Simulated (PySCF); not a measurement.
Two species compared at the same levels of theory.

First species: Cl2.
SMILES: `ClCl`

Second species: SeI2Me2, C2H6I2Se.
InChI=1S/C2H6I2Se/c1-5(2,3)4/h1-2H3

Levels: CAM-B3LYP/def2-SVPD for dipole moment, HOMO energy, LUMO energy, HOMO–LUMO gap and static isotropic polarisability; TDDFT CAM-B3LYP/def2-SVPD for lowest singlet excitation; TDA CAM-B3LYP/def2-SVPD for lowest triplet excitation (Tamm–Dancoff); ΔSCF CAM-B3LYP/def2-SVPD for vertical ionisation energy and vertical electron affinity; PBE0-D3(BJ)/def2-SVP for smallest rotational constant. Geometries: PBE0-D3(BJ)/def2-SVP. All species are isolated and taken at one optimised geometry (atoms past krypton carry core potentials, spin–orbit coupling is left out); the electronic structure was computed with PySCF and density fitting.

Values for the first species:

* Dipole moment: 0.00 D
* HOMO energy: -10.33 eV
* LUMO energy: -2.52 eV
* HOMO–LUMO gap: 7.81 eV
* Lowest singlet excitation: 3.36 eV
* Lowest triplet excitation (Tamm–Dancoff): 2.52 eV
* Static isotropic polarisability: 30.6 au
* Vertical ionisation energy: 11.83 eV
* Vertical electron affinity: 1.32 eV
* Smallest rotational constant: 7.047 GHz

(1) Estimate the same properties for the second species, and the change in each.

Results:

(1) 
| property | first | second | second less first |
| --- | --- | --- | --- |
| dipole moment | 0.00 D | 2.59 D | +2.59 D |
| HOMO energy | -10.33 eV | -7.89 eV | +2.44 eV |
| LUMO energy | -2.52 eV | -2.34 eV | +0.18 eV |
| HOMO–LUMO gap | 7.81 eV | 5.55 eV | -2.26 eV |
| lowest singlet excitation | 3.36 eV | 3.10 eV | -0.26 eV |
| lowest triplet excitation (Tamm–Dancoff) | 2.52 eV | 1.88 eV | -0.64 eV |
| static isotropic polarisability | 30.6 au | 170.1 au | +139.5 au |
| vertical ionisation energy | 11.83 eV | 8.52 eV | -3.31 eV |
| vertical electron affinity | 1.32 eV | 1.76 eV | +0.44 eV |
| smallest rotational constant | 7.047 GHz | 0.245 GHz | -6.802 GHz |

On the first: S1 lies 4.45 eV below the HOMO–LUMO gap. The 10 singlets span 3.36 to 9.95 eV, and their oscillator strengths add up to 0.71.

On the second: S1 lies 2.45 eV below the HOMO–LUMO gap. The ΔSCF ionisation energy exceeds −ε(HOMO) by 0.63 eV with CAM-B3LYP. Atoms past krypton carry effective core potentials; spin–orbit coupling is left out.
